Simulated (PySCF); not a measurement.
# P2: frontier orbitals

PBE0 at R = 1.884 Å; basis P def2-TZVP; no relativity; PySCF 2.14. State: triplet, unpaired electrons π ↑↑, a mixture of terms (⟨Lz²⟩ = 2.0), a second solution, started from another occupation. Only the outer orbitals are listed.

| spin | orbital | occ. | ε (eV) | main shells (%) |
| --- | --- | --- | --- | --- |
| α | σg | 1 | -20.10 | 85 s, 14 p |
| α | σu | 1 | -13.53 | 84 s, 14 p |
| α | πu | 1 | -9.73 | 96 p |
| α | σg | 1 | -8.58 | 81 p, 18 s |
| α | πu | 1 | -8.56 | 95 p |
| α | πg | 1 | -5.32 | 97 p |
| α | πg | 0 | -2.71 | 96 p |
| β | σg | 1 | -18.89 | 83 s, 14 p |
| β | σu | 1 | -12.31 | 82 s, 17 p |
| β | πu | 1 | -8.20 | 95 p |
| β | σg | 1 | -8.10 | 80 p, 19 s |
| β | πu | 0 | -5.19 | 95 p |
| β | πg | 0 | -2.39 | 96 p |
| β | πg | 0 | -1.18 | 96 p |

Task: Which are the highest filled and the lowest empty level, where do they sit, and how wide is the gap?

Result: Highest filled α πg at -5.32 eV (in %: 97 p); lowest empty β πu at -5.19 eV (in %: 95 p); the gap at PBE0 is 0.13 eV.

```
bond order (Mayer) : 2.05
⟨S²⟩               : 2.013
```
